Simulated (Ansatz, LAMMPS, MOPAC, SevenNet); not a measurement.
**How well does each level of theory give the equilibrium lattice constant a of rock-salt SrO?**

Reference value: 5.16 Å (measured, 300 K, not corrected to a static lattice; as tabulated in Santana et al. (2016), arXiv:1608.06321).

What do ionic model bush1994, PM7 semi-empirical Hartree-Fock (MOPAC), SevenNet-l3i5, LDA, PBE, PBE-D3(BJ), r²SCAN, HSE06, PBE0 give, and how far is each from the reference?


| level (code) | value (Å) | difference (%) |
|---|---|---|
| ionic model bush1994 (shell model, LAMMPS) | 5.135 | -0.48 |
| PM7 semi-empirical Hartree-Fock (MOPAC) (MOPAC) | 4.628 | -10.3 |
| SevenNet-l3i5 (SevenNet) | 5.206 | +0.89 |
| LDA (Ansatz) | 5.064 | -1.86 |
| PBE (Ansatz) | 5.195 | +0.68 |
| PBE-D3(BJ) (Ansatz) | 5.149 | -0.21 |
| r²SCAN (Ansatz) | 5.160 | 0.00 |
| HSE06 (Ansatz) | 5.154 | -0.12 |
| PBE0 (Ansatz) | 5.153 | -0.14 |

Leaving aside ionic model bush1994, which can be fitted to such values or carry a doubt: The reference is not for a static lattice or low temperature, so close values are not ranked against it. Off by more than 1.25 % (a bound picked here): PM7 semi-empirical Hartree-Fock (MOPAC) (-10.3 %), LDA (-1.86 %).

The reference has no zero-point or thermal correction, while the calculations are for a static lattice, so the differences are not the levels' errors alone. A static lattice is as a rule a little smaller than the measured one.  PM7 semi-empirical Hartree-Fock (MOPAC): the cell moved over 20 % in volume from its start. PM7 semi-empirical Hartree-Fock (MOPAC): the method was fitted mainly to molecules. PM7 semi-empirical Hartree-Fock (MOPAC): the run uses a supercell at the zone centre in place of a k mesh. Cutoffs and k meshes differ between the levels. Ansatz's density-functional and Hartree–Fock values are scalar-relativistic unless marked +SOC, with PAW data made under PBE.

Empirical potentials (ionic model bush1994) are fitted to chosen data, which need not cover the solid at hand: agreement can be built in, and what lay outside the fit can be far off. Machine-learned potentials (SevenNet-l3i5) are trained on DFT data, which may include these solids.

Differences are worked out from the printed values.

Ansatz is an electronic-structure program.
